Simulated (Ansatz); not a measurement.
# NH (quintet): wave-function methods side by side, def2-TZVPP

An exercise on one series of results from a longer session: the logs are not shown, and one member is left open.

Program: Ansatz 0.2.0, Gaussian basis. Level of theory: def2-TZVPP, core rule «outside noble gas», up to 1 orbitals frozen. These are calculated values, not measurements.

Plan: UHF; ROHF; CCSD(T) on UHF.

2 further runs of the same task are left out: 2 set aside as unsound or not needed.

## The system

The geometry is a PBE0/def2-TZVP stationary point (not a proven minimum) of the parent state, kept for this charge and spin.

2 atoms, charge 0, spin multiplicity 5.

Atoms are counted from 1 here; the program's logs count them from 0.

Bond lengths: N1–H2 1.040 Å.

Set-up of the first run:

in.yaml

```yaml
crystal:
  periodic: [false, false, false]
  atoms:
    - {symbol: N, position_ang: [0.000000, 0.000000, 0.000000]}
    - {symbol: H, position_ang: [0.000000, 0.000000, 1.039652]}
basis:
  gaussian: {orbitals: def2-TZVPP}
magnetization: {spin_polarized: true, initial_magnetization: 4}
hamiltonian: {xc: hf}
output: {orbitals: {seedname: orbitals}}
```

Command:

```bash
$ ansatz run in.yaml --threads 1 --pin off --events-out ev --progress --plain --max-ram 2816MiB --backend cpu
```

Among the steps run: UHF; ROHF; CCSD(T) on UHF.

One table of the session follows, with a row left open; its other results are not shown here.

```
  method  from UCCSD(T) (kcal/mol)
    ROHF                    +77.03
     UHF                    +74.93
    UMP2                         ?
   UCCSD                     +1.72
UCCSD(T)                         0
```

Estimate the missing values for UMP2.

The run gave: from UCCSD(T) (kcal/mol): +12.43. In the column «from UCCSD(T) (kcal/mol)» it lies between UCCSD (+1.72) and UHF (+74.93).
